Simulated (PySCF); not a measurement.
Species: C4H10N (doublet state).
Structure used (PBE0-D3(BJ)/def2-SVP), in Å, numbered top down from 1:
```
atom  x, y, z in Å
C1    -0.9724    1.0182    0.6951
C2    -0.3666   -0.0865   -0.0965
C3    -1.1636   -0.7140   -1.1852
C4     1.1240   -0.2063   -0.1511
N5     1.7476    0.0033    1.1420
H6    -1.9722    0.7486    1.0747
H7    -1.1111    1.9294    0.0745
H8    -0.3237    1.2925    1.5389
H9    -2.2111   -0.8751   -0.8821
H10   -0.7424   -1.6818   -1.5025
H11   -1.1994   -0.0719   -2.0918
H12    1.3798   -1.1754   -0.6337
H13    1.5264    0.5716   -0.8390
H14    1.5171   -0.7647    1.7695
H15    2.7605    0.0230    1.0555
```

The hyperfine couplings belong to this conformer and change with its torsions.

Identity: `C[C](C)CN` [radical].

Method: PySCF 2.14.0, UKS B3LYP, IGLO-III on C N, pcH-1 on H, non-relativistic, mean-field spin-orbit, GIAO. One conformer (not necessarily the lowest) at the PBE0-D3(BJ)/def2-SVP geometry, without solvent, vibrations or thermal averaging. Stability of the SCF solution: not tested.

(1) Give the principal g shifts and their parts.

(2) What effective moment and Curie constant follow for a powder?

(3) Average each term over the three axes. Which is largest in size?

(4) What are the electron Larmor frequencies g μB B/h along the three axes at 330 mT?

(5) In a frozen sample, at which fields do the three g values resonate at 9.5, 34, 94 and 263 GHz (hyperfine left aside), and which band first spreads them over more than twice a line width of 1.0 mT?

## Answers

(1) 
| Δg (ppm) | 1 | 2 | 3 |
| --- | --- | --- | --- |
| relativistic mass correction | -135 | -135 | -135 |
| gauge correction | 4 | 40 | 34 |
| orbital Zeeman/spin–orbit | 8 | 537 | 685 |
| total | -123 | 442 | 584 |

So g = 2.00220, 2.00276, 2.00290 and g_iso = 2.00262; the tensor is rhombic: the two nearest values differ by 20 % of g3 − g1. Axes: g2 points within 10° of the C1–C2 bond.

(2) With the mean of g² = 4.0105 and S(S+1) = 0.75: μ_eff = √(⟨g²⟩S(S+1)) = 1.734 μB and χT = 0.12505·⟨g²⟩·S(S+1) = 0.376 cm³ K/mol (cgs; spin-Hamiltonian part alone).

(3) The orbital-Zeeman/spin–orbit term 410, the mass correction -135 and the gauge correction 26 ppm, for a total of 301 ppm. The orbital-Zeeman/spin–orbit term is the largest in size. The mass correction is the same along every axis, so the anisotropy comes from the other two: their spans along these axes are 36 (gauge) and 677 ppm (orbital Zeeman/spin–orbit).

(4) 9.2477, 9.2503, 9.2509 GHz for g1, g2 and g3, a range of 3.3 MHz.

(5) 
```tsv
band	GHz	B(g3) mT	B(g2) mT	B(g1) mT	spread mT
X	9.5	338.88	338.91	339.00	0.12
Q	34.0	1212.85	1212.94	1213.28	0.43
W	94.0	3353.18	3353.41	3354.36	1.18
J	263.0	9381.76	9382.42	9385.07	3.31
```

The spread grows in proportion to the frequency. J band is the first where it exceeds 2.0 mT.

The Mulliken spin populations are largest on C2 (+0.97), C1 (-0.09), C3 (-0.09) and C4 (-0.08). No atom but C2 exceeds +0.15. The angles at C2 add up to 356.2°, so it is nearly planar.

The HOMO–LUMO gaps are 5.61 eV among the α and 5.42 eV among the β orbitals.
